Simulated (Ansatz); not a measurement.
# BSiH₂ (quartet): the correlation ladder at distance Si1–B2 = 3.536 Å, 6-31G

How much of the correlation energy of BSiH₂ (quartet) does each wave-function method recover here?

The runs use Ansatz 0.2.0, Gaussian basis; 6-31G, core rule «outside noble gas», up to 6 orbitals frozen.

Plan: UHF; CCSD(T) on ROHF; CCSD(T) on UHF; BCCD(T) on ROHF; CISD; CCSDT(Q) on ROHF; CCSDT(Q) on UHF; CCSDTQ on ROHF; CCSDTQ on UHF; CASSCF and MRCISD+Q, 5 electrons in 5 orbitals; CASSCF and NEVPT2, 5 electrons in 5 orbitals; CASSCF and MRCISD+Q, 9 electrons in 10 orbitals; CASSCF and NEVPT2, 9 electrons in 10 orbitals; Full CI.

1 further run of the same task is left out (it didn't finish).

## 1. What is computed

The geometry derives from a PBE0/def2-TZVP stationary point (not a proven minimum). One bond is set to the value named and the two fragments are kept rigid.

4 atoms, charge 0, spin multiplicity 4.

Atoms are counted from 1 here; the program's logs count them from 0.

Bond lengths: Si1–H3 1.512 Å, B2–H4 1.193 Å.

## 2. UHF

in.yaml reads:

```yaml
crystal:
  periodic: [false, false, false]
  atoms:
    - {symbol: Si, position_ang: [0.000000, -0.043771, 1.020022]}
    - {symbol: B, position_ang: [0.000000, -0.068609, -2.515891]}
    - {symbol: H, position_ang: [0.000000, 1.174361, 1.915576]}
    - {symbol: H, position_ang: [0.000000, 0.781170, -3.352693]}
basis:
  gaussian: {orbitals: 6-31G}
magnetization: {spin_polarized: true, initial_magnetization: 3}
hamiltonian: {xc: hf}
output: {orbitals: {seedname: orbitals}}
```

On the command line:

```bash
ansatz run in.yaml --threads 1 --pin off --events-out ev --progress --plain --max-ram 4096MiB --backend cpu
```

After this run come: CCSD(T) on ROHF; CCSD(T) on UHF; BCCD(T) on ROHF; CISD; CCSDT(Q) on ROHF; CCSDT(Q) on UHF; CCSDTQ on ROHF; CCSDTQ on UHF; CASSCF and MRCISD+Q, 5 electrons in 5 orbitals; CASSCF and NEVPT2, 5 electrons in 5 orbitals; CASSCF and MRCISD+Q, 9 electrons in 10 orbitals; CASSCF and NEVPT2, 9 electrons in 10 orbitals; Full CI.

**Question.** What will the summary of the whole plan be? Wanted: FCI below the RHF energy; RMP2 from FCI; UMP2 from FCI; RCCSD from FCI; RCCSD(T) from FCI; UCCSD(T) from FCI; RCCSDT(Q) from FCI; UCCSDT(Q) from FCI; MRCISD+Q pair from FCI.

The runs gave:

| quantity | value |
| --- | --- |
| FCI below the RHF energy | -2.4282 eV |
| RMP2 from FCI | +1488.3 meV |
| UMP2 from FCI | +934.7 meV |
| RCCSD from FCI | +313.1 meV |
| RCCSD(T) from FCI | +107.4 meV |
| UCCSD(T) from FCI | +122.9 meV |
| RCCSDT(Q) from FCI | -9.8 meV |
| UCCSDT(Q) from FCI | -6.7 meV |
| MRCISD+Q pair from FCI | +144.2 meV |
| NEVPT2 valence from FCI | +297.5 meV |
| MRCISD+Q valence from FCI | +12.4 meV |
| levels within 1 kcal/mol (43 meV) | RCCSDT, UCCSDT, RCCSDT(Q), UCCSDT(Q), RCCSDTQ, UCCSDTQ, MRCISD valence, MRCISD+Q valence |
| T1 diagnostic | 0.091 |
| effectively unpaired electrons | 3.28 |

In words: RCCSD(T) lands +107.4 meV from the yardstick (4.4 % of the correlation energy). RCCSDT(Q), UCCSDT(Q) fall below full CI: unrestricted runs freeze a spin-polarised core, another one than full CI's, and coupled cluster isn't variational. The occupations show some static correlation. Of the multireference levels listed MRCISD+Q valence comes nearest in total energy (+12.4 meV), which doesn't show that its space is the better one. Coupled cluster took another determinant than the lowest Hartree-Fock one. These misses are within one basis, not against nature; the frozen cores of restricted and unrestricted runs differ, which can shift their rows.
